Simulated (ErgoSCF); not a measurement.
**C2H3B (SMILES BC#C): levels of theory compared**

Wanted: a comparison of 6 runs (HF/STO-3G, HF/3-21G, HF/def2-SVP, B3LYP/6-31G*, CAM-B3LYP/6-31G**, PBE0/def2-SVP) of C2H3B. 

The results are computed with ErgoSCF 3.8.

2 further runs of the same task are left out: 2 set aside as unsound or not needed.

## Step 1: The structure to begin with

C2H3B has 6 atoms, charge 0, and is taken as a singlet. As SMILES, `BC#C`. Geometry: relaxed at PBE0-D4/def2-TZVP.

Bond lengths: B1–C2 1.501 Å, C2–C3 1.210 Å, B1–H4 1.193 Å, B1–H5 1.193 Å, C3–H6 1.066 Å. Angles: B1–C2–C3 180.0°, C2–B1–H4 119.9°, C2–B1–H5 119.9°, C2–C3–H6 180.0°, H4–B1–H5 120.3°.

## Step 2: The energy at HF/STO-3G (run 1)

Contents of job.ego:

```
set_nthreads(1)
scf.max_number_of_iterations = 120
scf.output_mulliken_pop = 1
scf.use_diagonalization = 1
tmpdir = "."
basis = "STO-3G"
molecule_inline
B  -1.56922857 1.22321972 -0.74511901
C  0.52647770 -0.42348762 0.22279871
C  2.21608183 -1.75102023 1.00249971
H  -3.31873702 0.29612008 -1.82490852
H  -1.48022247 3.45479730 -0.43199139
H  3.70537499 -2.92076070 1.68941516
EOF
run "HF"
```

The basis set STO-3G is read from a file made from the Basis Set Exchange's data (not shown).

Launch:

```bash
$ ergo job.ego
```

The program printed:

```text
[...]
INSC SCF_general constructor, number of basis functions: 18
[...]
INSC Energy   1 =        -74.68545298457
[...]
INDE E_LUMO =          0.19390283002
[...]
INSC Energy  13 =       -100.81951298132  ( diff     -0.000000000000398 )
[...]
RESC CONVERGED after  13 iterations.
RESC FINAL ENERGY:       -100.81951298132
[...]
INSC SCF: dipole_moment_x [atomic units] =       0.20410170
INSC SCF: dipole_moment_y [atomic units] =      -0.16025693
INSC SCF: dipole_moment_z [atomic units] =       0.09405887
[...]
```

Run time: 0.97 s. Hardware: 1 thread of Intel Xeon Platinum 8488C (Sapphire Rapids), shared host; peak memory 0.27 GiB.

## Step 3: The energy at HF/3-21G (run 2)

Contents of job.ego:

```
set_nthreads(1)
molecule_inline
B   -1.56922857   1.22321972  -0.74511901
C    0.52647770  -0.42348762   0.22279871
C    2.21608183  -1.75102023   1.00249971
H   -3.31873702   0.29612008  -1.82490852
H   -1.48022247   3.45479730  -0.43199139
H    3.70537499  -2.92076070   1.68941516
EOF
scf.output_mulliken_pop = 1
basis = "3-21G"
tmpdir = "."
scf.use_diagonalization = 1
scf.max_number_of_iterations = 120
run "HF"
```

The basis set 3-21G is read from a file made from the Basis Set Exchange's data (not shown).

Launch:

```bash
$ ergo job.ego
```

The program printed:

```text
[...]
INSC SCF_general constructor, number of basis functions: 33
[...]
INSC Energy   1 =        -54.93215839876
[...]
INDE E_LUMO =          0.05956758104
[...]
INSC Energy  17 =       -101.52292007920  ( diff     -0.000000000017565 )
[...]
RESC CONVERGED after  17 iterations.
RESC FINAL ENERGY:       -101.52292007920
[...]
INSC SCF: dipole_moment_x [atomic units] =       0.29271534
INSC SCF: dipole_moment_y [atomic units] =      -0.22981316
INSC SCF: dipole_moment_z [atomic units] =       0.13488201
[...]
```

It took 1.4 s on 1 thread of Intel Xeon Platinum 8488C (Sapphire Rapids), shared host; peak memory 0.27 GiB.

Runs 3 to 5 aren't shown in full; the table further down has their settings and results.

## Step 4: The energy at PBE0/def2-SVP (run 6)

Contents of input.ego:

```
set_nthreads(1)
molecule_inline Angstrom
B     -0.830400     0.647300    -0.394300
C      0.278600    -0.224100     0.117900
C      1.172700    -0.926600     0.530500
H     -1.756200     0.156700    -0.965700
H     -0.783300     1.828200    -0.228600
H      1.960800    -1.545600     0.894000
EOF
XC.radint = 1e-11
scf.use_diagonalization = 1
XC.angint = 41
basis = "def2-SVP"
tmpdir = "."
scf.output_mulliken_pop = 1
XC.sparse_mode = 0
scf.max_number_of_iterations = 120
run "PBE0"
```

The basis set def2-SVP is read from a file made from the Basis Set Exchange's data (not shown).

Launch:

```bash
$ ergo < input.ego
```

The program printed:

```text
[...]
INDF Weighted mixed functional:
[...]
INSC Energy   1 =        -34.94114411273
[...]
INDE E_LUMO =         -0.08553269803
[...]
INSC Energy  31 =       -102.55813338251  ( diff     -0.000000000005713 )
[...]
RESC CONVERGED after  31 iterations.
RESC FINAL ENERGY:       -102.55813338251
[...]
INSC SCF: dipole_moment_x [atomic units] =       0.29920991
INSC SCF: dipole_moment_y [atomic units] =      -0.23496520
INSC SCF: dipole_moment_z [atomic units] =       0.13795365
[...]
```

Wall time 23 s (1 thread of Intel Xeon Platinum 8488C (Sapphire Rapids), shared host); peak memory 0.27 GiB.

## Step 5: All runs side by side

```
run                                    level  integration grid  radint  energy (Eh)  dipole moment (D)  wall time
  1                                HF/STO-3G                 –       –  -100.819513               0.70     0.97 s
  2                                 HF/3-21G                 –       –  -101.522920               1.01      1.4 s
  3                              HF/def2-SVP                 –       –  -102.011622               0.89      9.6 s
  4       B3LYP/6-31G* (spherical functions)             Turbo   1e-11  -102.781164               1.16       12 s
  5  CAM-B3LYP/6-31G** (spherical functions)             Turbo   1e-11  -102.707405               1.06       18 s
  6                            PBE0/def2-SVP             Turbo   1e-11  -102.558133               1.03       23 s
```

## Step 6: Results

| quantity | value |
| --- | --- |
| run 6: total energy | -102.55813 Eh |
| run 6: dipole moment | 1.03 D |

The dipole moment (its size) runs from 0.70 D (HF/STO-3G) to 1.16 D (B3LYP/6-31G*). The two ends differ in method and basis. Totals of different functionals can't be ranked against each other. In run 1 the basis is minimal, so the values are rough. All runs together took 66 s, the longest 23 s.
